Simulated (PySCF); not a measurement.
Species: propionyl chloride, C3H5ClO.
SMILES with atom numbers: `[CH3:1][CH2:2][C:3](=[O:4])[Cl:5]` (hydrogens: H6, H7, H8 on C1; H9, H10 on C2)

Computed by this run: PBE0-D3(BJ)/def2-SVP geometry optimisation, gas phase (PySCF); density fitting, grid level 1; the optimiser is geomeTRIC in internal coordinates, started from a GFN2-xTB structure with every atom displaced at random (about 0.01 Å).

Step 0: E = -17744.7663 eV
```
atom  x, y, z in Å  |  force x, y, z in eV/Å
C1     -1.1599   -0.3517    0.0345   -0.829   1.992   0.061
C2      0.0587    0.5494   -0.0326   -0.688  -0.544   0.883
C3      1.2923   -0.2597    0.0289    1.604  -0.457   0.044
O4      1.4702   -1.4297    0.1222   -0.851   0.259  -0.019
Cl5     2.7565    0.7704   -0.0604    0.181   0.405  -0.034
H6     -2.0768    0.2952   -0.0199    0.502  -0.550   0.027
H7     -1.1871   -0.8891    0.9657   -0.033  -0.550   0.627
H8     -1.1727   -1.0281   -0.7931   -0.065  -0.806  -0.735
H9      0.0834    1.2723    0.8140    0.086  -0.181  -0.348
H10     0.0853    1.1288   -0.9467    0.093   0.432  -0.506
```

Step 1: E = -17744.8481 eV
```
atom  x, y, z in Å  |  force x, y, z in eV/Å
C1     -1.1790   -0.3311    0.0550    0.033  -0.232   0.037
C2      0.0556    0.5401    0.0013    0.344   0.121  -0.037
C3      1.3410   -0.2524    0.0178   -0.597   0.298  -0.438
O4      1.4236   -1.4258   -0.0652    0.307  -0.403   0.200
Cl5     2.7827    0.8004   -0.0031    0.111   0.009   0.126
H6     -2.0804    0.2696   -0.1204   -0.048   0.012  -0.032
H7     -1.2783   -0.8108    1.0419    0.001  -0.017  -0.078
H8     -1.1242   -1.1334   -0.7023   -0.070   0.156   0.119
H9      0.1007    1.2726    0.8238   -0.028   0.049  -0.064
H10     0.1083    1.1288   -0.9363   -0.052   0.006   0.167
```

**Question.** Estimate the geometry and energy of step 2. (The exact step hangs on the optimiser's Hessian estimate; all steps are aligned on step 1, rigid shifts and turns removed.)

**Answer.** E = -17744.8478 eV, largest force 0.547 eV/Å
```
atom  x, y, z in Å  |  force x, y, z in eV/Å
C1     -1.1869   -0.3256    0.0585   -0.027  -0.010   0.026
C2      0.0590    0.5340   -0.0242   -0.010  -0.382  -0.218
C3      1.3317   -0.2731   -0.0292    0.281   0.153   0.444
O4      1.5039   -1.4435   -0.0400   -0.491   0.054  -0.145
Cl5     2.7509    0.8124    0.0587    0.244   0.215  -0.082
H6     -2.0866    0.2882   -0.0886   -0.008  -0.015  -0.004
H7     -1.2678   -0.8176    1.0390    0.021  -0.006  -0.011
H8     -1.1715   -1.1157   -0.7055   -0.029   0.018  -0.021
H9      0.1262    1.2668    0.7957    0.058  -0.047  -0.013
H10     0.0911    1.1319   -0.9520   -0.039   0.019   0.024
```

The energy changes by +0.0003 eV. The first-order estimate −F·Δx gives -0.0658 eV and the mean of the old and new forces, exact on a quadratic surface, +0.0015 eV. The step makes an angle of 67° with the force vector and moves no atom by more than 0.086 Å.

The cost below is that of the whole optimisation. Time: 25 s wall; peak memory 0.41 GiB. Hardware: an Arm Neoverse V2 with one thread, on a shared host.
